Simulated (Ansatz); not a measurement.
**GaAs, singlet: reading a ladder of total energies**

Geometry: a PBE0/def2-TZVP stationary point for this spin. The triplet lies 0.5 eV lower here.

```xyz
2

Ga    0.0000    0.0000    0.0000
As    0.0000    0.0000    2.1719
```

Basis cc-pVDZ; Ansatz 0.2.0. Only valence electrons are correlated (noble-gas cores and the filled d shells of p-block atoms frozen), which leaves 8 electrons in 26 orbitals. R marks a restricted (for open shells ROHF) determinant. No spin–orbit coupling is included, and no scalar relativity.

Full CI is exact within this basis and frozen core; it isn't the basis-set limit.

RCCSD has a T1 diagnostic of 0.043 and a largest doubles amplitude of 0.14.

The cluster runs stand on a determinant 0.09 eV above the lowest RHF solution, chosen by a search with trial CCSD; the correlation energy below is counted from it.

Runs differ by some tens of microhartree through their thresholds, so steps under 0.03 kcal/mol mean nothing.

```
                                 level  total energy (hartree)
RHF determinant under the cluster runs            -4157.299777
                                  RMP2            -4157.457659
                                 RCCSD            -4157.477648
                              RCCSD(T)            -4157.489648
                                RCCSDT            -4157.490730
                             RCCSDT(Q)            -4157.492248
                               RCCSDTQ            -4157.491951
                               full CI            -4157.492040
```

Question: What is the correlation energy at full CI, and what share of it do RMP2 and RCCSDT recover?

Answer: E(corr) = -4157.492040 − (-4157.299777) = -0.192263 hartree = -5.232 eV. RMP2: -0.157882 / -0.192263 = 82.12 %. RCCSDT: -0.190953 / -0.192263 = 99.32 %.

Question: By how many kcal/mol does RCCSD(T) miss full CI (1 hartree = 627.509 kcal/mol), and which steps make up the rest?

Answer: -4157.489648 − (-4157.492040) = 0.002392 hartree = 1.50 kcal/mol. Steps: RCCSDT − RCCSD(T) = -0.68, RCCSDT(Q) − RCCSDT = -0.95, RCCSDTQ − RCCSDT(Q) = 0.19, full CI − RCCSDTQ = -0.06 kcal/mol. Differences between like states or geometries often cancel part of this.
